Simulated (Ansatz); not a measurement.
Results of rVV10 (PAW; Ansatz, a quantum-chemistry and plane-wave program) for litharge SnO.

Settings: plane-wave cutoff 520 eV, 10×10×8 k mesh (along the axes of the cell as run), Fermi–Dirac smearing 0.01 eV, scalar-relativistic PAW data made under PBE.

Cell (relaxed at this level):

```cif
data_O2Sn2
_chemical_formula_sum 'Sn2 O2'
_space_group_name_H-M_alt 'P4/nmm :1'
_space_group_IT_number 129
_space_group_name_Hall 'P 4ab 2ab -1ab'
_cell_length_a 3.88896
_cell_length_b 3.88896
_cell_length_c 4.95001
_cell_angle_alpha 90.000
_cell_angle_beta 90.000
_cell_angle_gamma 90.000
loop_
_space_group_symop_operation_xyz
  'x, y, z'
  '-y+1/2, x+1/2, z'
  '-x, -y, z'
  'y+1/2, -x+1/2, z'
  'x+1/2, -y+1/2, -z'
  '-y, -x, -z'
  '-x+1/2, y+1/2, -z'
  'y, x, -z'
  '-x+1/2, -y+1/2, -z'
  'y, -x, -z'
  'x+1/2, y+1/2, -z'
  '-y, x, -z'
  '-x, y, z'
  'y+1/2, x+1/2, z'
  'x, -y, z'
  '-y+1/2, -x+1/2, z'
loop_
_atom_site_label
_atom_site_type_symbol
_atom_site_symmetry_multiplicity
_atom_site_Wyckoff_symbol
_atom_site_fract_x
_atom_site_fract_y
_atom_site_fract_z
_atom_site_occupancy
Sn1 Sn 2 c 0.00000 0.50000 0.23527 1
O1 O 2 a 0.00000 0.00000 0.00000 1
```

Problem. Estimate the bulk modulus, band gap, smallest direct gap on the k points sampled and Γ–Γ gap that the calculation returns.

Solution. 
* **bulk modulus**: 29.5 GPa
* **band gap**: 0.38 eV
* **smallest direct gap on the k points sampled**: 2.02 eV
* **Γ–Γ gap**: 2.04 eV

Measured, for comparison: bulk modulus 35 ± 1 GPa (temperature not stated, no zero-point or thermal correction, equation of state from high-pressure X-ray diffraction; as tabulated in Giefers, Porsch, Wortmann, Structural study of SnO at high pressure …). Computed (rounded) less measured: bulk modulus -16 %.

Note: the bulk modulus comes from volumes at which shape and atoms were relaxed.

Spin–orbit coupling is not included.

Computed values are for the static lattice.
